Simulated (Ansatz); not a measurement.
# AlN₂ (quartet): wave-function methods side by side, def2-QZVPP

One table from this session's results is given with a row withheld; the runs are named, their logs left out.

The runs use Ansatz 0.2.0, Gaussian basis; def2-QZVPP, core rule «outside noble gas», up to 7 orbitals frozen.

To be run: UHF; ROHF; CCSD(T) on UHF.

2 further runs of the same task are left out: 2 set aside as unsound or not needed.

**The geometry**

The geometry is a PBE0/def2-TZVP stationary point (not a proven minimum) of the parent state, kept for this charge and spin.

3 atoms, charge 0, spin multiplicity 4.

Atoms are counted from 1 here; the program's logs count them from 0.

Bond lengths: Al1–N2 1.982 Å, N2–N3 1.127 Å. Angles: Al1–N2–N3 180.0°.

The first run:

Contents of in.yaml:

```yaml
crystal:
  periodic: [false, false, false]
  atoms:
    - {symbol: Al, position_ang: [0.000000, 0.000000, 1.697108]}
    - {symbol: N, position_ang: [0.000000, 0.000000, -0.285214]}
    - {symbol: N, position_ang: [0.000000, 0.000000, -1.411894]}
basis:
  gaussian: {orbitals: "def2-QZVPP.json"}
magnetization: {spin_polarized: true, initial_magnetization: 3}
hamiltonian: {xc: hf}
output: {orbitals: {seedname: orbitals}}
```

Run with:

```console
$ ansatz run in.yaml --threads 1 --pin off --events-out ev --progress --plain --max-ram 2393MiB
```

Among the steps run: UHF; ROHF; CCSD(T) on UHF.

One table of the session follows, with a row left open; its other results are not shown here.

| method | from UCCSD(T) (kcal/mol) |
| --- | --- |
| ROHF | +289.93 |
| UHF | +285.51 |
| UMP2 | ? |
| UCCSD | +15.32 |
| UCCSD(T) | 0 |

Q: Estimate the row for UMP2 from the others.

The run gave: from UCCSD(T) (kcal/mol): +26.61. In the column «from UCCSD(T) (kcal/mol)» it lies between UCCSD (+15.32) and UHF (+285.51).
